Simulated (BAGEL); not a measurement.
# HF/6-31G(d) (density fitting with qzvpp-jkfit, spherical functions) run of B2PH7 (SMILES B[PH2+][BH3-])

Aim: the vertical electron affinity of B2PH7 at HF/6-31G* (density fitting with qzvpp-jkfit, spherical functions), from 2 runs. 

Program for the calculation: BAGEL 1.2.2.

1 further run of the same task is left out (it didn't finish).

### Step 1. Starting point

The species is B2PH7 (10 atoms), meant as a singlet with charge 0. As SMILES, `B[PH2+][BH3-]`. Geometry: relaxed at GFN2-xTB.

Bond lengths: B1–P2 1.835 Å, P2–B3 1.948 Å, B1–H4 1.168 Å, B1–H5 1.167 Å, P2–H6 1.383 Å, P2–H7 1.384 Å, B3–H8 1.189 Å, B3–H9 1.192 Å, B3–H10 1.192 Å. Some angles: B1–P2–B3 109.9°, B1–P2–H6 110.2°, B1–P2–H7 110.2°, B3–P2–H6 113.6°, B3–P2–H7 113.9°, P2–B1–H4 119.5°, P2–B1–H5 119.5°, P2–B3–H8 104.5°, P2–B3–H9 104.7°, P2–B3–H10 104.8°.

### Step 2. The energy at HF/6-31G(d) (density fitting with qzvpp-jkfit, spherical functions)

input.json

```json
{ "bagel": [

{
  "title": "molecule",
  "basis": "6-31gs.json",
  "df_basis": "qzvpp-jkfit",
  "angstrom": true,
  "geometry": [
    { "atom": "B", "xyz": [      -1.337570,       0.322430,      -1.001140 ] },
    { "atom": "P", "xyz": [       0.153200,       0.715070,      -0.005340 ] },
    { "atom": "B", "xyz": [       0.882520,      -0.916050,       0.770480 ] },
    { "atom": "H", "xyz": [      -2.380750,       0.267450,      -0.477810 ] },
    { "atom": "H", "xyz": [      -1.215440,       0.004950,      -2.117760 ] },
    { "atom": "H", "xyz": [      -0.139400,       1.691490,       0.929760 ] },
    { "atom": "H", "xyz": [       1.062190,       1.429400,      -0.765390 ] },
    { "atom": "H", "xyz": [       1.832650,      -0.554150,       1.387120 ] },
    { "atom": "H", "xyz": [       0.000570,      -1.351600,       1.443890 ] },
    { "atom": "H", "xyz": [       1.142040,      -1.608990,      -0.163820 ] }
  ]
},

{
  "title": "hf"
},

{
  "title": "print",
  "file": "orbitals.molden",
  "orbitals": true
}

]}
```

The basis set 6-31G* is read from a file made from the Basis Set Exchange's data (not shown).

Command:

```bash
BAGEL_NUM_THREADS=1 BAGEL input.json > input.out
```

The program printed:

```text
* using 1 threads per process

  ===============================================================
  ===============================================================

  *** Geometry ***

  { "atom" : "B", "xyz" : [     -2.527641,      0.609304,     -1.891880 ] },
  { "atom" : "P", "xyz" : [      0.289506,      1.351286,     -0.010091 ] },
  { "atom" : "B", "xyz" : [      1.667721,     -1.731084,      1.455996 ] },
  { "atom" : "H", "xyz" : [     -4.498965,      0.505407,     -0.902930 ] },
  { "atom" : "H", "xyz" : [     -2.296849,      0.009354,     -4.001986 ] },
  { "atom" : "H", "xyz" : [     -0.263428,      3.196453,      1.756992 ] },
  { "atom" : "H", "xyz" : [      2.007248,      2.701175,     -1.446377 ] },
  { "atom" : "H", "xyz" : [      3.463207,     -1.047192,      2.621277 ] },
  { "atom" : "H", "xyz" : [      0.001077,     -2.554154,      2.728557 ] },
  { "atom" : "H", "xyz" : [      2.158143,     -3.040550,     -0.309575 ] },

  Number of auxiliary basis functions:      404

  Since a DF basis is specified, we compute 2- and 3-index integrals:
    o Being stored without compression. Storage requirement is 0.012 GB

  Number of basis functions:       60
  Number of electrons      :       32

    * METHOD: MOLECULE                             0.15

  *** RHF ***

  === Nuclear Repulsion ===
    95.7488727379

      * DIIS with orbital gradients will be used.

  === RHF iteration (6-31gs.json) ===
      0       -394.01399644          0.01459485           0.02
      1       -394.08846966          0.00433030           0.02
      2       -394.09574592          0.00145657           0.02
      3       -394.09670222          0.00025413           0.02
      4       -394.09674645          0.00008034           0.02
      5       -394.09675162          0.00002132           0.02
      6       -394.09675197          0.00000586           0.02
      7       -394.09675200          0.00000144           0.02
      8       -394.09675200          0.00000044           0.02
      9       -394.09675200          0.00000017           0.02
     10       -394.09675200          0.00000005           0.02
     11       -394.09675200          0.00000001           0.02
     12       -394.09675200          0.00000000           0.03
    * SCF iteration converged.

    * Permanent dipole moment:
           (    0.826917,    -1.495020,     0.824947) a.u.

    * METHOD: HF                                   0.40

    * METHOD: PRINT                                0.01

  ===============================================================
```

Run time: 0.69 s. Hardware: 1 thread of Arm Neoverse V1, shared host.

### Step 3. The doublet anion, same level

input.json

```json
{ "bagel" : [

{
  "title" : "molecule",
  "basis" : "6-31gs.json",
  "df_basis" : "qzvpp-jkfit",
  "angstrom" : true,
  "geometry" : [
    { "atom" : "B", "xyz" : [   -1.337570,    0.322430,   -1.001140 ] },
    { "atom" : "P", "xyz" : [    0.153200,    0.715070,   -0.005340 ] },
    { "atom" : "B", "xyz" : [    0.882520,   -0.916050,    0.770480 ] },
    { "atom" : "H", "xyz" : [   -2.380750,    0.267450,   -0.477810 ] },
    { "atom" : "H", "xyz" : [   -1.215440,    0.004950,   -2.117760 ] },
    { "atom" : "H", "xyz" : [   -0.139400,    1.691490,    0.929760 ] },
    { "atom" : "H", "xyz" : [    1.062190,    1.429400,   -0.765390 ] },
    { "atom" : "H", "xyz" : [    1.832650,   -0.554150,    1.387120 ] },
    { "atom" : "H", "xyz" : [    0.000570,   -1.351600,    1.443890 ] },
    { "atom" : "H", "xyz" : [    1.142040,   -1.608990,   -0.163820 ] }
  ]
},
{
  "title" : "uhf",
  "charge" : -1,
  "nopen" : 1
},
{
  "title" : "print",
  "file" : "orbitals.molden",
  "orbitals" : true
}

]}
```

The basis set 6-31G* is read from a file made from the Basis Set Exchange's data (not shown).

Command:

```bash
BAGEL_NUM_THREADS=1 BAGEL input.json > input.out
```

The program printed:

```text
* using 1 threads per process

  ===============================================================
  ===============================================================

  *** Geometry ***

  { "atom" : "B", "xyz" : [     -2.527641,      0.609304,     -1.891880 ] },
  { "atom" : "P", "xyz" : [      0.289506,      1.351286,     -0.010091 ] },
  { "atom" : "B", "xyz" : [      1.667721,     -1.731084,      1.455996 ] },
  { "atom" : "H", "xyz" : [     -4.498965,      0.505407,     -0.902930 ] },
  { "atom" : "H", "xyz" : [     -2.296849,      0.009354,     -4.001986 ] },
  { "atom" : "H", "xyz" : [     -0.263428,      3.196453,      1.756992 ] },
  { "atom" : "H", "xyz" : [      2.007248,      2.701175,     -1.446377 ] },
  { "atom" : "H", "xyz" : [      3.463207,     -1.047192,      2.621277 ] },
  { "atom" : "H", "xyz" : [      0.001077,     -2.554154,      2.728557 ] },
  { "atom" : "H", "xyz" : [      2.158143,     -3.040550,     -0.309575 ] },

  Number of auxiliary basis functions:      404

  Since a DF basis is specified, we compute 2- and 3-index integrals:
    o Being stored without compression. Storage requirement is 0.012 GB

  Number of basis functions:       60
  Number of electrons      :       32

    * METHOD: MOLECULE                             0.15

  *** Open-shell HF ***

  === Nuclear Repulsion ===
    95.7488727379

      * DIIS with orbital gradients will be used.

  === UHF iteration (6-31gs.json) ===
      0       -393.97222861          0.03351037           0.05
      1       -394.08108959          0.01018176           0.05
      2       -394.09259207          0.00353798           0.05
      3       -394.09399571          0.00099915           0.05
      4       -394.09430642          0.00016743           0.05
      5       -394.09434286          0.00006877           0.05
      6       -394.09435144          0.00002248           0.05
      7       -394.09435378          0.00001040           0.05
      8       -394.09435447          0.00000193           0.05
      9       -394.09435450          0.00000061           0.05
     10       -394.09435450          0.00000020           0.05
     11       -394.09435450          0.00000007           0.05
     12       -394.09435450          0.00000003           0.05
     13       -394.09435450          0.00000001           0.05
     14       -394.09435450          0.00000001           0.05
    * SCF iteration converged.

    * S^2 (UHF) is 0.7618

    * Permanent dipole moment:
           (   -0.654487,    -1.383056,    -0.244298) a.u.

    * METHOD: UHF                                  0.83

    * METHOD: PRINT                                0.01

  ===============================================================
```

Run time: 1.1 s. Hardware: 1 thread of Arm Neoverse V1, shared host.

### Step 4. Summary of results

Level: HF/6-31G* (density fitting with qzvpp-jkfit, spherical functions).

```
                                         quantity          value
                      singlet B2PH7: total energy  -394.09675 Eh
                     singlet B2PH7: dipole moment         4.82 D
                       singlet B2PH7: HOMO energy      -11.36 eV
                       singlet B2PH7: LUMO energy        1.10 eV
                     singlet B2PH7: HOMO–LUMO gap       12.46 eV
                      doublet anion: total energy  -394.09435 Eh
                              doublet anion: ⟨S²⟩          0.762
vertical electron affinity (to the doublet anion)      -0.065 eV
```

**Reading.** The anion lies 0.07 eV (1.5 kcal/mol) above the neutral: the electron isn't bound at this level, and such a value depends on the basis. Without diffuse functions anions come out too high. Hartree–Fock misses the correlation that binds many anions.
